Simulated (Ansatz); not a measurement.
**Basis-set limit of H₃O, doublet**

```yaml
atoms:
  - { symbol: H, position_ang: [-2.0718, 0.0498, 0.0000] }
  - { symbol: H, position_ang: [-0.8328, 0.0498, 0.0000] }
  - { symbol: O, position_ang: [0.1572, 0.0498, 0.0000] }
  - { symbol: H, position_ang: [0.4091, -0.8901, 0.0000] }
```

Ansatz 0.2.0, UHF determinant, valence electrons correlated. Energies in eV.

| set | X | functions | Hartree–Fock | MP2 correlation | CCSD(T) correlation | time |
| --- | --- | --- | --- | --- | --- | --- |
| def2-TZVPP | 3 | 73 | -2082.8521 | -7.2876 | -7.6974 | 7 s on 1 × NVIDIA H100 80GB HBM3 with 1 thread of AMD EPYC 7R13 Processor (Zen 3), with other jobs on the host |
| def2-QZVPP | 4 | 147 | -2082.9738 | -7.8820 | -8.2521 | 8.5 s on 1 × NVIDIA H100 80GB HBM3 with 1 thread of AMD EPYC 7R13 Processor (Zen 3) (shared host) |

Hartree–Fock is taken to follow E(X) = E∞ + A·exp(−7.88·√X), correlation E(X) = E∞ + B·X^−2.97.

Work out the CCSD(T) energy at the limit, and how far the shortcut misses it that extrapolates MP2 and adds CCSD(T) minus MP2 from the smaller set.

Hartree–Fock: E∞ = E4 + 0.1377·(E4 − E3) = -2082.9905. Correlation: E∞ = E4 + 0.7407·(E4 − E3) = -8.6630 for CCSD(T) and -8.3222 for MP2. The limit is -2091.6535 eV, 0.428 eV below def2-QZVPP. The shortcut gives a correlation energy of -8.3222 + (-0.4098) = -8.7320, 69 meV lower than the direct value.
